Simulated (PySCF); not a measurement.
The PySCF input:
```python
from pyscf import gto, scf, dft

mol = gto.Mole()
mol.atom = '''
    C     0.000999    1.168731   -0.198484
    O    -0.016288    0.002183    0.581813
    C     0.009862   -1.170187   -0.189459
    H    -0.021618    2.008493    0.492846
    H     0.909599    1.224719   -0.811800
    H    -0.872295    1.217775   -0.861658
    H    -0.006410   -2.004736    0.508331
    H    -0.863015   -1.230964   -0.852209
    H     0.918878   -1.224019   -0.802352
'''
mol.basis = '3-21g'
mol.charge = 0
mol.spin = 2
mol.verbose = 4
mol.build()

mf = dft.ROKS(mol)
mf.xc = 'tpss'
mf.kernel()
mf.analyze()
```

Task: What does this run give for the number of basis functions, total energy, nuclear repulsion energy, dipole moment, <S^2>?

Result: 
* **number of basis functions**: 39
* **total energy**: -153.9053 Eh
* **nuclear repulsion energy**: 84.1910 Eh
* **dipole moment**: 0.70 D
* **<S^2>**: 2.000

These values belong to the state on which the SCF converged, which isn't shown to be the lowest.
